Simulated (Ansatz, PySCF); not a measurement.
Molecule: CH$_{2}$, net charge 0, triplet state. 
Geometry from a B3LYP-D3(BJ)/def2-TZVP (Ansatz, a program for electronic structure) optimisation:
SMILES: [CH2]
```xyz
3

C      0.0094     0.0032     0.1026
H     -0.0192     0.9863    -0.3393
H     -0.0373    -1.0052    -0.2764
```
Charge 0, spin multiplicity 3.


Quantity: enthalpy of formation at 298 K (from the atomisation energy, B3LYP-D3(BJ)/def2-TZVP harmonic zero-point and thermal terms from PySCF, and the atoms' enthalpies of formation in the G2/97 table; no spin-orbit terms, and no core term in the frozen-core levels), in kcal/mol. Cores are frozen in the correlated levels unless marked. Open shells are spin-unrestricted. No spin-orbit coupling. No relativistic terms. The coupled-cluster limit lacks core correlation, which all-electron functionals hold. CBS(X,Y): correlation extrapolated as X^-3; Hartree-Fock from the larger set (for Q and 5 zeta extrapolated as (X+1)exp(-9√X)). [CCSD(T)-MP2]/basis is that difference in the basis named.

```tsv
level	program	enthalpy of formation at 298 K (kcal/mol)
LC-wPBE-D4/def2-TZVPD	Ansatz + dftd4	90.8
B2GP-PLYP/def2-TZVPD	Ansatz	96.0
B2PLYP-D4/def2-TZVPD	Ansatz + dftd4	95.2
SCS-MP2/def2-QZVPPD	Ansatz	96.4
RI-MP2/CBS(def2-TZVPPD,def2-QZVPPD)+[CCSD(T)-MP2]/def2-SVPD	Ansatz	94.2
RI-MP2/CBS(def2-TZVPPD,def2-QZVPPD)+[CCSD(T)-MP2]/def2-TZVPPD	Ansatz	94.1
CCSD(T)/CBS(cc-pVQZ,cc-pV5Z)	Ansatz	94.2
```
